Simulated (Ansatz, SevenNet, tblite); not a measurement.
## Zinc-blende HgTe, elastic constant C12

Reference value: 36.6 GPa (measured, temperature not stated, no zero-point or thermal correction; as tabulated in Oses et al. (2018), arXiv:1811.08464).

Q: What do GFN2-xTB, SevenNet-0, LDA, PBE, r²SCAN give, and how far is each from the reference?

A: 
```
level (code)           value (GPa)  cell (Å³/atom)  difference (%)
---------------------  -----------  --------------  --------------
GFN2-xTB (tblite)             16.0           44.90             -56
SevenNet-0 (SevenNet)         29.5           37.01           -19.4
LDA (Ansatz)                  41.7           33.31           +13.9
PBE (Ansatz)                  29.2           36.76             -20
r²SCAN (Ansatz)               35.0           35.49            -4.4
```

The reference's temperature isn't stated, so close values are not ranked against it. Off by more than 25 % (a bound picked here): GFN2-xTB (-56 %).

The reference has no zero-point or thermal correction, while the calculations are for a static lattice, so the differences are not the levels' errors alone.  Density-functional levels without +SOC have no spin–orbit coupling. GFN2-xTB: the relaxed volume lies over a fifth from the starting cell. GFN2-xTB: the method was fitted mainly to molecules. GFN2-xTB: the run uses a supercell at the zone centre in place of a k mesh. LDA, PBE, r²SCAN: the solid has no gap at this level, which affects its response. Each level is taken at its own relaxed cell. Cutoffs differ between the levels. Ansatz's density-functional and Hartree–Fock values are scalar-relativistic unless marked +SOC, with PAW data made under PBE.

Machine-learned potentials (SevenNet-0) are trained on DFT data, which may include these solids.

Differences are worked out from the printed values.

Ansatz is a quantum-chemistry and plane-wave program.
